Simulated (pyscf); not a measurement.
Structures and frequencies: ωB97X-D3(BJ)/def2-SVP in PySCF. MP2 and CC: frozen core, UHF for open shells. ΔMP2 is the change of the MP2 total energy from the triple- to the quadruple-zeta basis.

For ammonia (NH₃) + H₂N–SiH₂–F -> H₂N–SiH₂–NH₂ + hydrogen fluoride (HF), a four-centre exchange (singlet surface; H–N, F–Si broken, N–Si, F–H formed), PBE/def2-TZVP gives ΔE‡ = 1.06 eV and ΔE = +1.02 eV (zero: the separated reactants). In which direction and how far do PBE0-D3(BJ)/def2-TZVP, M06-2X/def2-TZVP, CCSD(T)/def2-TZVPP + ΔMP2(QZVPP) move these?

PBE0-D3(BJ): ΔE‡ = 1.11 eV, ΔE = +0.96 eV; M06-2X: ΔE‡ = 1.26 eV, ΔE = +0.99 eV; CCSD(T): ΔE‡ = 1.35 eV, ΔE = +0.97 eV. PBE's barrier lies under all of them, by 0.05 to 0.29 eV. Its reaction energy lies over all of them, by 0.03 to 0.06 eV. On the reactant side the descent ends in an adduct with a N–Si contact, 0.54 eV over the separated species and 0.67 eV under the saddle at ωB97X-D3(BJ)/def2-TZVP. On the product side the descent ends in a bound adduct, 0.45 eV under the separated species and 0.68 eV under the saddle at ωB97X-D3(BJ)/def2-TZVP. What is counted as formed (N–Si) is already present as a longer contact in the reactant adduct; forming that adduct is a step of its own. At ωB97X-D3(BJ)/def2-TZVP the barrier from the zero used here is 1.21 eV. This is the saddle that the search found; another between the same sides may lie lower. The CCSD(T) − MP2 part came from Ansatz, without density fitting, on the same reference.
